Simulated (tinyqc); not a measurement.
Worked calculation: extended Hueckel theory, for CH2. Computed by tinyqc, a small Python program that keeps every step (integrals from PySCF). Settings: charge = 0, K = 1.75, multiplicity = 1. Command: `OMP_NUM_THREADS=1 python tinyqc.py 25699 25700 out.jsonl` (the two numbers bound the seeds that draw the settings). One thread of a shared host (Intel(R) Xeon(R) Processor @ 2.60GHz), about 0.01 s of CPU time with the checks.

## Overlaps

Geometry (angstrom):
```
atom         x          y         z
C     0.000000   0.000000  0.000000
H     0.000000   0.920000  0.452000
H     0.000000  -0.920000  0.452000
```

Parameters chosen for this run:
```
element  shell  Slater exponent   H_ii (eV)
H           1s         1.300000  -13.600000
C           2s         1.625000  -21.400000
C           2p         1.625000  -11.400000
```

Slater orbitals, each expanded in six Gaussians scaled to its exponent.

overlap S, order 1C 2s, 1C 2px, 1C 2py, 1C 2pz, 2H 1s, 3H 1s:
```
[[1.000000, 0.000000, 0.000000, 0.000000, 0.529299, 0.529299],
 [0.000000, 1.000000, 0.000000, 0.000000, 0.000000, 0.000000],
 [0.000000, 0.000000, 1.000000, 0.000000, 0.460006, -0.460006],
 [0.000000, 0.000000, 0.000000, 1.000000, 0.226003, 0.226003],
 [0.529299, 0.000000, 0.460006, 0.226003, 1.000000, 0.134236],
 [0.529299, 0.000000, -0.460006, 0.226003, 0.134236, 1.000000]]
```

## Wolfsberg-Helmholz matrix

diagonal H_ii (eV): [-21.400000, -11.400000, -11.400000, -11.400000, -13.600000, -13.600000]

K = 1.750000

H_ij = K' S_ij (H_ii + H_jj)/2 for i != j (the diagonal keeps H_ii), with K' = 1.75.

H (eV), order 1C 2s, 1C 2px, 1C 2py, 1C 2pz, 2H 1s, 3H 1s:
```
[[-21.400000, 0.000000, 0.000000, 0.000000, -16.209786, -16.209786],
 [0.000000, -11.400000, 0.000000, 0.000000, 0.000000, 0.000000],
 [0.000000, 0.000000, -11.400000, 0.000000, -10.062631, 10.062631],
 [0.000000, 0.000000, 0.000000, -11.400000, -4.943815, -4.943815],
 [-16.209786, 0.000000, -10.062631, -4.943815, -13.600000, -3.194810],
 [-16.209786, 0.000000, 10.062631, -4.943815, -3.194810, -13.600000]]
```

## Orbitals

valence electrons = 6

Solve H C = S C e through S^(-1/2); fill by pairs from the bottom, a degenerate level sharing its electrons equally; each orbital has its largest coefficient positive (the first on a tie).

orbital energies (eV): [-23.882536, -15.898930, -11.973480, -11.400000, 11.923318, 21.790843]

occupations: [2.000000, 2.000000, 2.000000, 0.000000, 0.000000, 0.000000]

coefficients, order 1C 2s, 1C 2px, 1C 2py, 1C 2pz, 2H 1s, 3H 1s:
```
[[0.706488, 0.000000, -0.250025, 0.000000, 0.000000, 1.275170],
 [0.000000, 0.000000, 0.000000, 1.000000, 0.000000, 0.000000],
 [0.000000, 0.522349, 0.000000, 0.000000, 1.297477, 0.000000],
 [-0.017863, 0.000000, 0.931572, 0.000000, 0.000000, 0.590247],
 [0.245726, 0.427426, 0.119368, 0.000000, -0.973198, -0.992581],
 [0.245726, -0.427426, 0.119368, 0.000000, 0.973198, -0.992581]]
```

sum of one-electron energies = -103.509892 eV

## Mulliken analysis

P = C n C^T; charge = valence electrons (H 1, C 4) minus the sum of (P S)_ii on the atom; overlap population = 2 sum P_ij S_ij between two atoms.

charges: [-0.216998, 0.108499, 0.108499]

Overlap populations:
```
pair      value
2-1    0.811734
3-1    0.811734
3-2   -0.058024
```
